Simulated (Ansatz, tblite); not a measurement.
# GeCl2: charged states by level of theory

One table from this session's results is given with a row withheld; the runs are named, their logs left out.

The runs use Ansatz 0.2.0, Gaussian basis; as each input shows.

The runs, in order: charge +1 doublet, at the geometry of the singlet (PBE0-D4/def2-TZVP, PBE-D4/def2-TZVP, r2SCAN-D4/def2-TZVP, CCSD(T)/def2-TZVPP); charge +1 doublet, relaxed (PBE0-D4/def2-TZVP, PBE-D4/def2-TZVP); the starting singlet's energies come from earlier runs.

### The structure

The geometry is that of the singlet, from an earlier relaxation (PBE-D4/def2-TZVP).

3 atoms, charge 0, spin multiplicity 1.

Atoms are counted from 1 here; the program's logs count them from 0.

Bond lengths: Ge1–Cl2 2.205 Å, Ge1–Cl3 2.205 Å. Angles: Cl2–Ge1–Cl3 100.5°.

Set-up of the first run:

Contents of in.yaml:

```yaml
crystal:
  periodic: [false, false, false]
  atoms:
    - {symbol: Ge, position_ang: [0.005065, -0.007177, -0.939673]}
    - {symbol: Cl, position_ang: [1.693516, -0.019408, 0.479174]}
    - {symbol: Cl, position_ang: [-1.698580, 0.026584, 0.460499]}
basis:
  gaussian: {orbitals: def2-TZVP}
total_charge: 1
magnetization: {spin_polarized: true, initial_magnetization: 1}
hamiltonian: {xc: pbe0, dispersion: d4}
output: {orbitals: {seedname: orbitals}}
```

Command:

```console
$ ansatz run in.yaml --threads 2 --pin off --events-out ev --progress --plain --max-ram 31744MiB --backend cpu
```

Steps of the session up to this table: Charge +1 doublet at the fixed geometry, PBE0-D4/def2-TZVP; Charge +1 doublet at the fixed geometry, PBE-D4/def2-TZVP; Charge +1 doublet at the fixed geometry, r2SCAN-D4/def2-TZVP; Charge +1 doublet at the fixed geometry, CCSD(T)/def2-TZVPP.

One table of the session follows, with a row left open; its other results are not shown here.

It belongs to the step «Vertical ionisation energy». 

| method | vertical ionisation energy (eV) |
| --- | --- |
| HF/def2-TZVPP | 9.68 |
| PBE-D4/def2-TZVP | ? |
| r2SCAN-D4/def2-TZVP | 10.30 |
| PBE0-D4/def2-TZVP | 10.34 |
| MP2/def2-TZVPP | 10.44 |
| CCSD/def2-TZVPP | 10.38 |
| CCSD(T)/def2-TZVPP | 10.34 |

Q: Estimate the row for PBE-D4/def2-TZVP from the others.

As computed: vertical ionisation energy (eV): 10.14. In the column «vertical ionisation energy (eV)» it lies between HF/def2-TZVPP (9.68) and r2SCAN-D4/def2-TZVP (10.30).
